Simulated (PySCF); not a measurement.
Screening by computed properties: pick the candidate that meets the target.

All species are isolated and taken at one optimised geometry (atoms past krypton carry core potentials, spin–orbit coupling is left out). Electronic properties by PySCF.

The conformers computed, where there is a choice (atom-mapped SMILES and torsion angles):
- `[CH:1]#[C:2][CH2:3][CH2:4][CH2:5][CH3:6]`: C2–C3–C4–C5 180°, C3–C4–C5–C6 180°

(1) Wanted: HOMO energy below -9 eV (wB97X-D/def2-SVPD) and HOMO–LUMO gap below 10 eV (wB97X-D/def2-SVPD), at PBE0-D3(BJ)/def2-SVP geometries. Which candidate meets both?
A. `[CuH]`
B. `C[N](C)[Ga]([Cl])[Cl]`
C. `[O]=[Tc](=[O])(=[O])[Br]`
D. `C#CCCCC`

(2) Wanted: lowest singlet excitation between 3.5 eV and 4.4 eV (TDDFT wB97X-D/def2-SVPD) and lowest triplet excitation (Tamm–Dancoff) below 5 eV (TDA wB97X-D/def2-SVPD), at PBE0-D3(BJ)/def2-SVP geometries. Which candidate meets both?
A. `C[N](C)[Ga]([Cl])[Cl]`
B. `C#CCCCC`
C. `[CuH]`
D. `[O]=[Tc](=[O])(=[O])[Br]`

Answers

(1) C. Computed values:
```
                 species  HOMO energy  HOMO–LUMO gap
[O]=[Tc](=[O])(=[O])[Br]    -11.49 eV        8.97 eV
                 C#CCCCC     -9.53 eV       11.86 eV
   C[N](C)[Ga]([Cl])[Cl]     -8.80 eV        9.19 eV
                   [CuH]     -8.26 eV        8.08 eV
```

(2) D. Computed values:
| species | lowest singlet excitation | lowest triplet excitation (Tamm–Dancoff) |
| --- | --- | --- |
| [CuH] | 2.98 eV | 2.46 eV |
| [O]=[Tc](=[O])(=[O])[Br] | 3.96 eV | 3.58 eV |
| C[N](C)[Ga]([Cl])[Cl] | 4.83 eV | 4.51 eV |
| C#CCCCC | 6.61 eV | 5.47 eV |
